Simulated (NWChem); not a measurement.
System: BF₃; SMILES B(F)(F)F

Here is an NWChem input.

```
start job
memory heap 200 mb stack 900 mb global 1100 mb
geometry units angstroms noautosym nocenter noautoz
  B      0.000000     0.000000    -0.002277
  F     -0.345830    -1.263922     0.000339
  F     -0.921674     0.931458     0.000339
  F      1.267503     0.332464     0.000339
end
basis spherical
  * library def2-svpd
end
dft
  xc xpbe96 cpbe96
  iterations 150
end
property
  response 1 0.0
end
task dft property
```

Geometry: optimised at PBE0/def2-SVP.

Static field.

What results follow from this input? (PBE/def2-SVPD.) Quantities: isotropic polarisability (bohr³); anisotropy (bohr³).

The isotropic polarisability (bohr³) comes out as 16.9 and the anisotropy (bohr³) comes out as 4.2.
